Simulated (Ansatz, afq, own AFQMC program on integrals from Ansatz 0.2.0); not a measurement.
## Where AFQMC and coupled cluster stand for B$_{2}$H, doublet

```yaml
atoms:
  - { symbol: B, position_ang: [-0.4715, 0.0000, 0.5377] }
  - { symbol: B, position_ang: [0.4491, 0.0000, -0.6752] }
  - { symbol: H, position_ang: [0.2404, 0.0000, 1.4755] }
```

Connectivity, by distances: BH–B.

Basis 6-31G. Only valence electrons are correlated. Ansatz 0.2.0 and our own AFQMC program on the same integrals; the CISD trial comes from CCSD amplitudes, and released means the phaseless constraint is let go. Uncertainties: one standard error, sampling alone.

Determinant: UHF, the one that the program's search chose, which needn't be the lowest solution. The geometry is a point of a scan.

Full CI is exact in this basis; its frozen core comes from its own orbitals, which moves totals by up to a few meV.

Cautions: an unrestricted solution with more broken spin lies lower (1.65 eV, ⟨S²⟩ 1.70); strong correlation (T1 0.106, weight of the determinant 0.72, largest double 0.32); (T) is large, 8 % of the CCSD correlation; unrestricted determinant slightly spin contaminated (⟨S²⟩ 0.84 against 0.75); the released energies have errors that jump between times, so the bars are unsure, so no released level is given (meV from the phaseless value at times in 1/Eh: 7 ± 16 at 0.24, -17 ± 4 at 0.51, -46 ± 6 at 0.99, -66 ± 18 at 1.62, -62 ± 3 at 2.40); the ph-AFQMC/CISD walk drifts between its halves (2.2 errors); full CI with its own frozen core; a state of higher spin lies lower (by 209 meV).

The T1 diagnostic is 0.1064. The weight of the determinant in the CISD state is 0.720. The ⟨S²⟩ of the determinant is 0.842 and the size of the correlated space is 7 electrons in 18 orbitals.

Reference: full CI, correlation energy -4.189 eV. CCSDTQ lies 1.5 meV above full CI, in part by the other frozen core, which shifts every row alike, so rows that close can't be ranked against it. The cautions show a poor starting determinant, so the rows tell how each method copes with it here, and full CI is the sure value.

```csv
level,E − E(reference) (meV),share of correlation (%)
HF,4189.4,0.00
MP2,1576.6,62.37
CCSD,326.5,92.21
CCSD(T),24.7,99.41
CCSDT,23.0,99.45
CCSDT(Q),-3.2,100.08
CCSDTQ,1.5,99.96
ph-AFQMC/CISD,105.2 ± 3.1,97.49
```

CCSDT and higher add their correlation energy to the determinant of the CCSD(T) run, since their own runs factorise the integrals more tightly (a shift of under 2 meV). A walk keeps the symmetry of its determinant, which the program's search chose and which needn't be the lowest solution, so a lower state of the same spin and another symmetry isn't excluded.
